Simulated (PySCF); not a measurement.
# C4H11P: the cost of one run

Program: PySCF 2.14.0. Level of theory: levels as typed in each script, gas phase, geometry from GFN2-xTB. These are calculated values, not measurements.

### 1 Where the work starts

SMILES `CC(C)(C)P`, 16 atoms, charge 0, spin multiplicity 1.

Bond lengths: C1–C2 1.529 Å, C1–H6 1.089 Å, C1–H7 1.089 Å, C1–H8 1.089 Å, C2–C3 1.527 Å, C2–C4 1.529 Å, C2–P5 1.889 Å, C3–H9 1.090 Å, C3–H10 1.089 Å, C3–H11 1.089 Å, C4–H12 1.089 Å, C4–H13 1.089 Å, C4–H14 1.089 Å, P5–H15 1.396 Å, P5–H16 1.396 Å. Angles: C2–C1–H6 110.4°, C2–C1–H7 110.5°, C2–C1–H8 110.7°, H6–C1–H7 108.4°, H6–C1–H8 108.4°, H7–C1–H8 108.3°, C1–C2–C3 110.1°, C1–C2–C4 109.9°, C1–C2–P5 107.6°, C3–C2–C4 110.1°, C3–C2–P5 111.4°, C4–C2–P5 107.6°, C2–C3–H9 110.0°, C2–C3–H10 111.0°, C2–C3–H11 111.0°, H9–C3–H10 108.2°, H9–C3–H11 108.2°, H10–C3–H11 108.5° and more.

As a file:

```mol
C4H11P
  3D, bonds by distance, orders not assigned

 16 15  0  0  0  0  0  0  0  0999 V2000
    0.8812    1.2520    0.7012 C   0  0
    0.3587    0.0001   -0.0043 C   0  0
    0.7975   -0.0006   -1.4669 C   0  0
    0.8809   -1.2517    0.7019 C   0  0
   -1.5244    0.0001    0.1492 P   0  0
    1.9695    1.2777    0.6726 H   0  0
    0.5638    1.2639    1.7429 H   0  0
    0.5029    2.1521    0.2182 H   0  0
    1.8853   -0.0001   -1.5289 H   0  0
    0.4277    0.8830   -1.9851 H   0  0
    0.4275   -0.8842   -1.9846 H   0  0
    0.5635   -1.2630    1.7436 H   0  0
    0.5024   -2.1521    0.2195 H   0  0
    1.9692   -1.2777    0.6733 H   0  0
   -1.7283   -1.0026   -0.8004 H   0  0
   -1.7280    1.0026   -0.8010 H   0  0
  1  2  8  0
  2  3  8  0
  2  4  8  0
  2  5  8  0
  1  6  8  0
  1  7  8  0
  1  8  8  0
  3  9  8  0
  3 10  8  0
  3 11  8  0
  4 12  8  0
  4 13  8  0
  4 14  8  0
  5 15  8  0
  5 16  8  0
M  END
```

### 2 Stretching a bond (6-31g*)

Input file input.py:

```python
import numpy as np
from pyscf import gto, scf, mcscf

mol = gto.M(atom='''
C      0.88120     1.25198     0.70121
C      0.35871     0.00013    -0.00434
C      0.79753    -0.00064    -1.46688
C      0.88090    -1.25174     0.70194
P     -1.52437     0.00013     0.14923
H      1.96954     1.27769     0.67257
H      0.56380     1.26389     1.74286
H      0.50292     2.15213     0.21819
H      1.88532    -0.00011    -1.52887
H      0.42769     0.88298    -1.98509
H      0.42748    -0.88419    -1.98458
H      0.56349    -1.26295     1.74360
H      0.50239    -2.15208     0.21945
H      1.96922    -1.27772     0.67331
H     -1.72826    -1.00262    -0.80043
H     -1.72802     1.00263    -0.80102
''', basis='6-31g*', charge=0, spin=0, verbose=4)
# stretch the bond between atoms 3 and 10, from long to short, fragments rigid
a, b, move = 2, 9, [9]
xyz = mol.atom_coords(unit='Angstrom')
u = xyz[b] - xyz[a]
r0 = np.linalg.norm(u)
rows, last, dm_u = [], None, None
for r in [3.0, 2.35, 1.93, 1.66, 1.44, 1.28, 1.18, 1.07, 0.98]:
    new = xyz.copy()
    new[move] += u / r0 * (r - r0)
    m = mol.set_geom_(new, unit='Angstrom', inplace=False)
    rhf = scf.RHF(m).density_fit(auxbasis='def2-universal-jkfit').run()
    uhf = scf.UHF(m).density_fit(auxbasis='def2-universal-jkfit').newton()
    if dm_u is None:
        c = rhf.mo_coeff
        h = m.nelectron // 2 - 1
        ca, cb = c.copy(), c.copy()
        ca[:, h], cb[:, h] = (c[:, h] + c[:, h + 1]) / 2**.5, (c[:, h] - c[:, h + 1]) / 2**.5
        dm_u = np.array([x[:, :h + 1] @ x[:, :h + 1].T for x in (ca, cb)])
    uhf.kernel(dm0=dm_u)
    for _ in range(3):
        c, _, stable, _ = uhf.stability(return_status=True)
        if stable:
            break
        uhf.kernel(c, uhf.mo_occ)
    dm_u = uhf.make_rdm1()
    mc = mcscf.CASSCF(rhf, 2, 2)
    mc.natorb = True
    mc.fix_spin_(ss=0)
    guess = mcscf.addons.make_natural_orbitals(uhf)[1] if last is None else mcscf.project_init_guess(mc, last.mo_coeff, last.mol)
    mc.kernel(guess)
    last = mc
    act = slice(mc.ncore, mc.ncore + mc.ncas)
    print('r %.3f  RHF %.6f  UHF %.6f  <S^2> %.3f  CASSCF %.6f  occupations' % (r, rhf.e_tot, uhf.e_tot, uhf.spin_square()[0], mc.e_tot), mc.mo_occ[act].round(4))
    rows.append((new, rhf.e_tot, uhf.e_tot, uhf.spin_square()[0], mc.e_tot, mc.mo_occ[act], mc.mo_coeff[:, act], dm_u[0] - dm_u[1], rhf.converged and uhf.converged and mc.converged))
    np.savez('result.npz', **{k: [row[i] for row in rows] for i, k in enumerate('xyz rhf uhf s2 cas occ c spin ok'.split())})
```

On the command line:

```
$ OMP_NUM_THREADS=1 python input.py
```

**Question.** How long does this run take on 1 thread of Intel Xeon 6975P-C (Granite Rapids), shared host, and how much memory does it need?

About 2.7 min, with a peak of 0.27 GiB.
